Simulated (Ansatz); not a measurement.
# HPSi2: where a starting geometry ends

The starting geometry of this gas-phase singlet was optimised with GFN2-xTB.

```csv
atom,x (Å),y (Å),z (Å)
P,0.9533,-0.7194,-0.9375
Si,-0.8007,0.0764,-1.7808
Si,0.2611,-0.7974,1.1548
H,-1.1494,-0.2576,1.0729
```

Predict what becomes of its bonds when it is optimised with B3LYP/6-31G*.

A new bond forms, giving a structure with H4 bridging Si3 and Si2, given below by its coordinates. Distances that change by over a tenth: Si2–Si3 (3.24 → 2.61 Å), Si3–H4 (1.51 → 1.70 Å). Contacts that close: Si2–H4 (2.89 → 1.70 Å).

The energy falls by 0.86 eV over 9 steps:

| step | E − E(last) (eV) |
| --- | --- |
| 1 | 0.860 |
| 2 | 0.542 |
| 3 | 0.319 |
| 4 | 0.096 |
| 5 | 0.031 |
| 6 | 0.009 |
| 7 | 0.001 |
| 8 | 0.000 |
| 9 | 0.000 |

Final geometry (Å):

```
atom    x (Å)    y (Å)    z (Å)
   P   1.0971  -0.7666  -0.9741
  Si  -0.9257   0.0144  -1.1150
  Si   0.2943  -0.7930   1.0449
   H  -1.2014  -0.1528   0.5537
```

Frequencies at the end are all real (lowest 375 cm⁻¹). Run with Ansatz 0.2.0, 7.2 s on 1 thread of Intel(R) Xeon(R) 6975P-C (Granite Rapids) (shared host).
